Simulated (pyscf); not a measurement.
PySCF, gas phase, ωB97X-D3(BJ)/def2-SVP geometries.

### Question
H₃C–CH₂–CH₂–Br (SMILES CCCBr) → C₃H₆ (SMILES C1CC1) + HBr (SMILES Br)
Surface: singlet. Broken: Br–C, C–H. Formed: C–C, Br–H. Give ΔE‡ and ΔE from ωB97M-D3(BJ)/def2-TZVP, relative to the reactant's lowest minimum found.

### Answer
ΔE‡ = 71.4 kcal/mol, ΔE = +27.6 kcal/mol. Zero-point energy shifts the barrier by -3.1 kcal/mol. It is a concerted two-bond exchange, with an imaginary mode of 633i cm⁻¹. cyclopropane lies 6.6 kcal/mol over its isomer H₂C=CH–CH₃, and others may lie lower still (electronic energy, ωB97M-D3(BJ)). One saddle was located; it need not be the lowest between these sides. Elements up to Kr have no core potential and no relativistic terms here.
